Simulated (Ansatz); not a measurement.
# Mg (Mg, hcp): the cost of one run

Method: DFT r2SCAN, plane waves (500 eV) with PAW, scalar-relativistic; the PAW data stem from PBE, with regenerated cores, in Ansatz 0.2.0.

### 1 The system as given

The structure is hexagonal, space group P6_3/mmc (No. 194). The conventional cell has a = 3.209 Å, b = 3.209 Å, c = 5.210 Å, α = 90.00°, β = 90.00°, γ = 120.00°. Mg (site symmetry -6m2) is surrounded by 12 Mg at 3.20 to 3.21 Å.

Structure file:

```xyz
2
Lattice="3.2093 0.0000 0.0000 -1.6046 2.7793 0.0000 0.0000 0.0000 5.2103" Properties=species:S:1:pos:R:3 pbc="T T T"
Mg    0.0000    1.8529    1.3026
Mg    1.6046    0.9264    3.9077
```

### 2 Relaxing cell and atoms

The input, input.yaml:

```yaml
crystal:
  lattice:
    - [3.2092715325, 0.0, 0.0]
    - [-1.6046357662, 2.7793106748, 0.0]
    - [0.0, 0.0, 5.21033]
  atoms:
    - { symbol: Mg, position: [0.3333333333, 0.6666666667, 0.25] }
    - { symbol: Mg, position: [0.6666666667, 0.3333333333, 0.75] }
hamiltonian:
  xc: r2scan
  pseudopotentials:
    kind: paw
    azcp:
      Mg: "pseudopotentials/Mg.paw.azcp"
basis:
  ecutwfc: 500
  fft_grid_basis: typed
kpoints:
  mp_grid: { grid: [11, 11, 6], shift: [0, 0, 0] }
magnetization:
  spin_polarized: false
scf:
  occupations: { method: fermi_dirac, width: 0.1 }
relax:
  max_steps: 60
  f_tol: 0.01
  cell: {}
```

What time and memory should one allow on 1 thread of an x86-64 CPU, shared host?

About 20 s, with a peak of 0.63 GiB.
